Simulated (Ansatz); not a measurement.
C4H4F2, SMILES `C=C(F)/C=C\F`, relaxed with RKS PBE-D4/def2-SVP in the Gaussian-basis code of Ansatz from a rough embedded geometry. The force threshold is 0.03 eV/Å; the program also tests the step.

The species carries charge 0 and has multiplicity 1.

Start:

```xyz
10

C    -1.614   -0.950   -0.015
C    -0.386   -0.492   -0.342
F     0.278   -1.081   -1.314
C     0.310    0.526    0.409
C     1.502    0.990    0.107
F     2.285    0.502   -0.927
H    -2.165   -0.504    0.801
H    -2.047   -1.735   -0.600
H    -0.241    0.999    1.231
H     2.079    1.745    0.650
```

Task: How much energy does the relaxation release, and in how many steps? (An estimate is asked.)

Result: Ansatz gave: 17.02 kJ/mol, in 6 steps, 1 of them rejected.

Task: Which bonds change most? (Best estimate.)

Result: The calculation gave: C5–F6 from 1.387 to 1.335 Å; C4–C5 from 1.314 to 1.351 Å; C2–F3 from 1.316 to 1.349 Å; C1–H8 from 1.071 to 1.098 Å.

Task: Give the relaxed structure. (An estimate is asked.)

Result: Computed: 
```xyz
10

C    -1.643   -0.957   -0.014
C    -0.400   -0.529   -0.325
F     0.258   -1.098   -1.357
C     0.327    0.523    0.368
C     1.566    0.991    0.098
F     2.344    0.540   -0.888
H    -2.190   -0.504    0.822
H    -2.115   -1.761   -0.595
H    -0.192    0.997    1.214
H     2.043    1.798    0.680
```
